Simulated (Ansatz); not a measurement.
A made-up structure of C2H4N (charge -1), singlet:

C1  (-0.436, 0.275, -0.127)
C2  (0.575, -0.369, 0.227)
N3  (0.740, -0.584, 1.394)
H4  (-1.004, -0.432, -0.837)
H5  (-0.022, 1.198, -0.676)
H6  (-1.027, 0.536, 0.840)
H7  (1.174, -0.625, -0.821)
(Å)

It is relaxed with PBE-D4/def2-SVPD and then PBE0-D4/def2-TZVPD (Ansatz 0.2.0). Atoms count as bonded within 1.22 times the sum of their covalent radii (H–H: 0.88 Å). The end point is not checked to be a true minimum.

(1) Does its bonding change? (A judgement: the text doesn't fix the answer.)

## Answers

(1) By the calculation: No: no bond forms or breaks.

Where it ends: The first stage lowers the energy by 2.48 eV in 7 steps. It ends as C₂H₄N ([CH3][CH][N]), total charge -1:
C1  (-0.531, 0.337, -0.175)
C2  (0.706, -0.454, 0.290)
N3  (1.018, -0.755, 1.442)
H4  (-1.139, -0.263, -0.871)
H5  (-0.229, 1.246, -0.721)
H6  (-1.140, 0.617, 0.691)
H7  (1.315, -0.728, -0.656)
(Å)

Labels in which every atom is bracketed show which atoms are joined, not bond orders.

For scale, one of the runs: PBE0-D4/def2-TZVPD relaxation, 147 basis functions, launched by `ansatz run in.yaml --threads 2 --pin off --events-out ev --progress --plain --max-ram 4352MiB`. Hardware: 2 CPU threads of an Arm Neoverse V1, shared host. Wall time about 15 s.
